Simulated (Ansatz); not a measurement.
**Rhenium, hcp under PBE: convergence with the k-point mesh**

A convergence test of the k-point mesh. The geometry was relaxed under PBE beforehand and stays fixed; 8 values are run, from 2×2×1 to 19×19×10. Wanted are the values from which on the energy stays within 10 and 1 meV/atom, and the pressure within 0.5 GPa, of the last run. Within the series other settings stay, but some runs also write fields, which adds to their time. Spin polarisation is left out.

Method: DFT PBE, plane waves with PAW, scalar-relativistic, in Ansatz 0.2.0.

### 1 The structure to begin with

Symmetry: P6_3/mmc, No. 194, hexagonal system. The conventional cell has a = 2.777 Å, b = 2.777 Å, c = 4.479 Å, α = 90.00°, β = 90.00°, γ = 120.00°. Re (site symmetry -6m2) is surrounded by 12 Re at 2.75 to 2.78 Å.

As a file:

```
Re
1.0
     2.77687    0.00000    0.00000
    -1.38844    2.40484    0.00000
     0.00000    0.00000    4.47881
Re
2
Direct
  0.33333 0.66667 0.25000
  0.66667 0.33333 0.75000
```

### 2 k-mesh 2×2×1

The run at 2×2×1.

input.yaml reads:

```yaml
crystal:
  lattice:
    - [2.7768706464, 0.0, 0.0]
    - [-1.3884353232, 2.4048405228, 0.0]
    - [0.0, 0.0, 4.4788142384]
  atoms:
    - { symbol: Re, position: [0.3333333333, 0.6666666667, 0.25] }
    - { symbol: Re, position: [0.6666666667, 0.3333333333, 0.75] }
hamiltonian:
  xc: pbe
  pseudopotentials:
    kind: paw
    azcp:
      Re: "pseudopotentials/Re.paw.azcp"
basis:
  ecutwfc: 420
  fft_grid_basis: typed
kpoints:
  mp_grid: { grid: [2, 2, 1], shift: [0, 0, 0] }
magnetization:
  spin_polarized: false
scf:
  occupations: { method: fermi_dirac, width: 0.1 }
  lower_state_search: "off"
output:
  stress: true
```

On the command line:

```bash
$ ansatz run input.yaml --threads 1 --pin off --max-ram 3584MiB --backend cpu --events-out ev --progress --plain --runs-dir out
```

### 3 k-mesh 3×3×2

The run at 3×3×2.

input.yaml: that of step 2 with these lines changed.

```diff
@@ -18,3 +18,3 @@
 kpoints:
-  mp_grid: { grid: [2, 2, 1], shift: [0, 0, 0] }
+  mp_grid: { grid: [3, 3, 2], shift: [0, 0, 0] }
 magnetization:
```

### 4 k-mesh 5×5×3

The run at 5×5×3.

input.yaml: that of step 3 with these lines changed.

```diff
@@ -18,3 +18,3 @@
 kpoints:
-  mp_grid: { grid: [3, 3, 2], shift: [0, 0, 0] }
+  mp_grid: { grid: [5, 5, 3], shift: [0, 0, 0] }
 magnetization:
```

### 5 k-mesh 6×6×4

The run at 6×6×4.

input.yaml: that of step 4 with these lines changed.

```diff
@@ -18,3 +18,3 @@
 kpoints:
-  mp_grid: { grid: [5, 5, 3], shift: [0, 0, 0] }
+  mp_grid: { grid: [6, 6, 4], shift: [0, 0, 0] }
 magnetization:
```

### 6 k-mesh 8×8×5

The run at 8×8×5.

input.yaml: that of step 5 with these lines changed.

```diff
@@ -18,3 +18,3 @@
 kpoints:
-  mp_grid: { grid: [6, 6, 4], shift: [0, 0, 0] }
+  mp_grid: { grid: [8, 8, 5], shift: [0, 0, 0] }
 magnetization:
```

### 7 k-mesh 10×10×6

The run at 10×10×6.

input.yaml: that of step 6 with these lines changed.

```diff
@@ -18,3 +18,3 @@
 kpoints:
-  mp_grid: { grid: [8, 8, 5], shift: [0, 0, 0] }
+  mp_grid: { grid: [10, 10, 6], shift: [0, 0, 0] }
 magnetization:
@@ -26 +26,5 @@
   stress: true
+  write_density: true
+  write_potential: true
+  elf: true
+  volumetric_format: npy
```

### 8 k-mesh 14×14×8

The run at 14×14×8.

input.yaml: that of step 7 with these lines changed.

```diff
@@ -18,3 +18,3 @@
 kpoints:
-  mp_grid: { grid: [10, 10, 6], shift: [0, 0, 0] }
+  mp_grid: { grid: [14, 14, 8], shift: [0, 0, 0] }
 magnetization:
@@ -26,5 +26 @@
   stress: true
-  write_density: true
-  write_potential: true
-  elf: true
-  volumetric_format: npy
```

### 9 k-mesh 19×19×10

The run at 19×19×10.

input.yaml: that of step 8 with these lines changed.

```diff
@@ -18,3 +18,3 @@
 kpoints:
-  mp_grid: { grid: [14, 14, 8], shift: [0, 0, 0] }
+  mp_grid: { grid: [19, 19, 10], shift: [0, 0, 0] }
 magnetization:
@@ -26 +26,5 @@
   stress: true
+  write_density: true
+  write_potential: true
+  elf: true
+  volumetric_format: npy
```

(Steps that only read results are left out.)

Q: Predict the outcome of this session. Wanted: pressure at 19×19×10.

The runs gave:

```
                                           quantity                        value
      E(σ → 0) stays within 10 meV/atom of 19×19×10                from 6×6×4 on
                   E(σ → 0) stays within 1 meV/atom  not reached before 19×19×10
                      pressure stays within 0.5 GPa                from 6×6×4 on
                               pressure at 19×19×10                     0.03 GPa
                    CPU time, dearest over cheapest                           17
energy of a separate run on a finer mesh (21×21×12)  -0.1 meV/atom from 19×19×10
```

**Reading.** At 2×2×1 the energy differs by -75.3 meV/atom and the pressure by -4.3 GPa. The error changes sign along the series: k-point sums are not variational. The energy has not settled to 1 meV/atom before the last mesh. Metals converge slowly, as the Fermi surface must be resolved. A run on a finer mesh agrees with the yardstick to 1 meV/atom.
